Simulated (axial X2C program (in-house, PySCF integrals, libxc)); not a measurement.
# Bond lengths and stretching modes, held linear, of HSiH⁻

Calculated with an axial X2C code built on PySCF integrals: two-component X2C with atomic mean-field Coulomb and Gaunt terms, Gaussian nuclei, basis H dyall-v3z, Si dyall-v3z with contracted cores. Spin-free rows use the one-electron spin-free X2C Hamiltonian.

Masses H 1.008, Si 27.977, H 1.008 u. States: 2c Ω = 3/2 (beyond evenly filled blocks: ω = 3/2); spin-free M_S = 3/2, Λ = 0 (beyond evenly filled blocks: σα, π+α, π-α).

r2SCAN, 2c: energies above the lowest point

```
r(H–Si) (Å)  r(Si–H) (Å)  E (meV)
     1.6234       1.6234    15.23
     1.6234       1.6650     6.05
     1.6234       1.7066     7.86
     1.6650       1.6234     6.05
     1.6650       1.6650     0.00
     1.6650       1.7066     4.94
     1.6650       1.7483    18.49
     1.7066       1.6234     7.86
     1.7066       1.6650     4.94
     1.7066       1.7066    13.01
     1.7483       1.6650    18.49
     1.7483       1.7483    49.48
```

**Question.** Fit a quadratic surface with cubic terms in each bond: where is the minimum, and what are the two stretching wavenumbers?

**Answer.** At r2SCAN, 2c: bonds 1.665 and 1.665 Å; harmonic stretches 1144.5 and 1481.9 cm⁻¹; force constants 1.01, 1.01 and coupling 0.29 mdyn/Å.

The other levels and Hamiltonians give:

| Hamiltonian | level | r(H–Si) (Å) | r(Si–H) (Å) | lower stretch (cm⁻¹) | upper stretch (cm⁻¹) |
| --- | --- | --- | --- | --- | --- |
| 2c | PBE0 | 1.664 | 1.664 | 1163.6 | 1500.0 |
| 2c | HF | 1.653 | 1.653 | 1099.8 | 1516.0 |
| 2c | MP2 | 1.647 | 1.647 | 1185.3 | 1567.8 |
| spin-free | PBE0 | 1.663 | 1.663 | 1163.9 | 1500.2 |
| spin-free | HF | 1.652 | 1.652 | 1099.9 | 1516.1 |
| spin-free | r2SCAN | 1.665 | 1.665 | 1144.9 | 1482.0 |
| spin-free | MP2 | 1.646 | 1.646 | 1185.5 | 1567.9 |

Each state is one determinant, the lowest of a limited PBE0 search; the stretches come from a fit to these few points and carry an uncertainty of a few per cent. Other orders of the atoms were not compared. MP2 freezes inner shells (threshold -2 hartree). For an anion the highest level of a functional can be positive, and the basis then holds the extra electron. The molecule was held linear; bending was not examined, so a bent shape may lie lower. Note: several unpaired electrons, one determinant need not be a pure state.
